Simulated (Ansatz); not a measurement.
Ansatz (an electronic-structure program) input (HF/3-21G): The .json file is the Basis Set Exchange's 3-21G.

Ansatz 0.2 input:
```yaml
crystal:
  periodic: [false, false, false]
  atoms:
    - {symbol: O, position_ang: [0.05868076, 0.71529811, -0.05163121]}
    - {symbol: O, position_ang: [0.04226471, -0.60960507, -0.00105923]}
    - {symbol: H, position_ang: [-0.80756382, -0.84554439, 0.42152350]}
basis:
  gaussian:
    orbitals: 3-21G.json
hamiltonian:
  xc: {name: HF}
magnetization: {spin_polarized: true, initial_magnetization: 1}
relax: {f_tol: 0.003, max_steps: 120}
```

Task: Predict the final energy.

Result: -149.35344 Eh.
